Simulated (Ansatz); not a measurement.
## Worked example: vertical ionisation energy of CH4S (methanethiol)

CH4S: 6 atoms, total charge 0, spin state singlet. SMILES: `CS`. The coordinates come from a PBE0-D4/def2-TZVP relaxation.

Both states at this one shape; open shells run unrestricted unless said. 1 Eh = 27.2114 eV.

| level | program | singlet CH4S (Eh) | doublet CH4S+ (Eh) |
| --- | --- | --- | --- |
| r2SCAN0/STO-3G | Ansatz | -433.772174 | -433.512063 |
| HSE06/STO-3G | Ansatz | -433.617962 | -433.357497 |
| CCSDT/STO-3G, 6 core orbitals frozen | Ansatz | -433.004746 | -432.782001 |

Task: Work out the vertical ionisation energy at each level.

Result: 
1. r2SCAN0/STO-3G: -433.512063 − (-433.772174) = 0.260111 Eh = 7.08 eV; against experiment -2.36 eV.
2. HSE06/STO-3G: -433.357497 − (-433.617962) = 0.260465 Eh = 7.09 eV; against experiment -2.35 eV.
3. CCSDT/STO-3G: -432.782001 − (-433.004746) = 0.222745 Eh = 6.06 eV; against experiment -3.38 eV.

The measured vertical value is 9.44 eV (NIST CCCBDB). Minimal sets are far from the basis-set limit.
